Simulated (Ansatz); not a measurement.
**Phosphorus, black phosphorus: convergence with the k-point mesh**

Computed with Ansatz, LDA, scalar-relativistic PAW, on the relaxed cell (a = 3.352 Å, b = 10.078 Å, c = 4.039 Å; spin not included). Errors count from a run at 420 eV on a Γ-centred 9×9×7 mesh with Fermi-Dirac smearing of 0.05 eV, extrapolated to zero width. Fixed here: cutoff 420 eV, Fermi-Dirac width 0.05 eV. The SCF starts from atomic densities corrected by a trained network.

| k-mesh | E(σ→0) error (meV/atom) | P (GPa) | SCF iterations |
| --- | --- | --- | --- |
| 2×2×1 | 903.9 | 9.72 | 7 |
| 3×3×2 | 33.2 | 0.25 | 6 |
| 4×4×3 | 18.2 | -0.07 | 7 |
| 5×5×4 | -3.9 | 0.00 | 6 |
| 6×6×5 | 1.3 | -0.14 | 7 |
| 8×8×6 | 0.8 | -0.23 | 6 |
| 11×11×8 | 0.3 | -0.16 | 6 |
| 14×14×11 | 0.5 | -0.11 | 6 |

Within 5 meV/atom of the last row: from 5×5×4 on.
